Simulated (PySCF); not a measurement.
# Assignment exercise: C₄H₄O₂

Atoms are numbered as in `[CH2:1]=[C:2]=[CH:3][C:4](=[O:5])[OH:6]`. Hydrogens are named by the atom that carries them.

Gas phase, rapidly exchanging positions averaged, non-relativistic, one conformer. Geometry: GFN2-xTB; PBE0/pcSseg-1 with gauge-including orbitals; PySCF 2.14.

Chemical shifts δ = σref − σ; ¹³C (186.93 ppm) and ¹H (31.72 ppm) vs TMS, all at this level.

(1) Assign these signals to the numbered atoms. ¹³C{¹H} NMR (computed): δ 231.3 (C), 170.1 (C), 89.8 (CH), 83.2 (CH2).

(2) Assign these signals to the numbered atoms. ¹H NMR (600 MHz, computed): δ 5.94 (br s, 1H), 5.77 (m, 1H), 5.45 (m, 2H).

## Answers

(1) 
| δ (ppm) | atoms | environment | reason |
| --- | --- | --- | --- |
| 231.3 | C2 | central carbon of an allene | the central sp carbon of an allene is among the most deshielded carbons of hydrocarbons |
| 170.1 | C4 | carboxylic acid carbon | lone-pair donation from the attached heteroatom keeps it upfield of a ketone carbonyl |
| 89.8 | C3 | terminal carbon of a cumulated C=C=C unit | – |
| 83.2 | C1 | terminal carbon of a cumulated C=C=C unit | – |

(2) 
| δ (ppm) | atoms | environment | reason |
| --- | --- | --- | --- |
| 5.94 | H(O6) | hydrogen on an acid hydroxyl oxygen | exchangeable, gas-phase position |
| 5.77 | H(C3) | hydrogen on a terminal carbon of a cumulated C=C=C unit | olefinic region |
| 5.45 | H(C1) | hydrogen on a terminal carbon of a cumulated C=C=C unit | – |

OH and NH positions are those of a molecule without intermolecular hydrogen bonds; in solution they move with solvent, concentration and temperature, and exchange usually removes their couplings. Shifts are as computed. Against solution values, carbons near 30 ppm lie about +3 ppm off and those near 130 ppm about +5 ppm. Of 1309 compounds with measured shifts, 239 miss one by over three times the rms of a fit or turn the order of signals round; such compounds aren't used in these exercises. The C=O carbon of an acid or of an amide with N–H lies up to 10 ppm further downfield in solution, through hydrogen bonding that the calculation lacks. No couplings were computed; multiplicities are counted from neighbouring protons, with m where these are inequivalent, close in shift, in a saturated or five-membered ring or joined by F or P, and br s for small geminal =CH2 splittings.
